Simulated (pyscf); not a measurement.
Elementary routes open to PH₃ + HO–GaH₂ in the gas phase (singlet surface):
A. HO–PH₂ + gallane (GaH₃) (H–P, Ga–O broken; O–P, Ga–H formed)
B. HO–GaH–PH₂ + hydrogen (H₂) (H–P, Ga–H broken; Ga–P, H–H formed)

Optimised with ωB97X-D3(BJ)/def2-SVP in PySCF.

Problem. Rank the routes by free-energy barrier at 298 K, lowest first, for ωB97M-D3(BJ)/def2-TZVP energies (ideal gas, 1 atm, RRHO with modes under 100 cm⁻¹ raised to 100, one conformer, R ln 2 for chiral ones without a mode under 150 cm⁻¹).

Solution. B (45.6 kcal/mol), A (46.6 kcal/mol)

Route B is the fastest of these, ahead of the next by 1.0 kcal/mol. The most stable products are those of B (ΔG = -4.3 kcal/mol), so kinetics and thermodynamics agree. At 1200 K B is still the fastest. A: On the product side the descent ends in an adduct with a Ga–O contact, 14.7 kcal/mol under the separated species and 26.1 kcal/mol under the saddle at ωB97X-D3(BJ)/def2-TZVP. B: On the reactant side the descent ends in an adduct with a Ga–P contact, 13.2 kcal/mol under the separated species and 45.0 kcal/mol under the saddle at ωB97X-D3(BJ)/def2-TZVP. Only these routes are compared; each barrier is that of the saddle found, and lower ones may exist. Elements up to Kr have no core potential and no relativistic terms here.
